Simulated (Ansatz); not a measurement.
Two isomers of C3H10N2: A = `CCNCN`, B = `CC(N)CN`.

Program: Ansatz. Geometries: PBE0-D4/def2-TZVP. ΔE: electronic, gas phase. CCSD(T)/CBS adds triple-zeta CCSD(T) − MP2 to the extrapolated MP2 energy (def2 sets, frozen cores). DFT in def2-TZVPP. B3LYP here is the variant with VWN-RPA as its local correlation; programs differ in this. One conformer a species, not always the lowest.

Task: Which is lower in electronic energy at CCSD(T)/CBS, and by how much? (An estimate is asked.)

Result: The calculation gave: B, by 29.7 kJ/mol.

Task: Give E(B) − E(A) in kJ/mol with HF/def2-TZVPP, ωB97M-V, CCSD/def2-TZVPP, B3LYP-D4, B2PLYP, CCSD(T)/def2-TZVPP, PBE0-D4. (Best estimate.)

Result: The calculation gave: HF/def2-TZVPP -18.7, ωB97M-V -29.1, CCSD/def2-TZVPP -28.7, B3LYP-D4 -24.6, B2PLYP -25.0, CCSD(T)/def2-TZVPP -30.0, PBE0-D4 -26.6. None reverses the order clearly.

Largest T1 diagnostic: 0.009.

In def2-TZVPP, CCSD(T) changes the Hartree–Fock value by −11.3 kJ/mol (the triples alone add −1.3 kJ/mol) and MP2 by −13.6 kJ/mol. The D4 term adds −3.9 kJ/mol with B3LYP and −2.0 kJ/mol with PBE0; it sums over pairs of atoms, weighted by their polarisabilities, and B3LYP, whose exchange is more repulsive, gets the larger term.
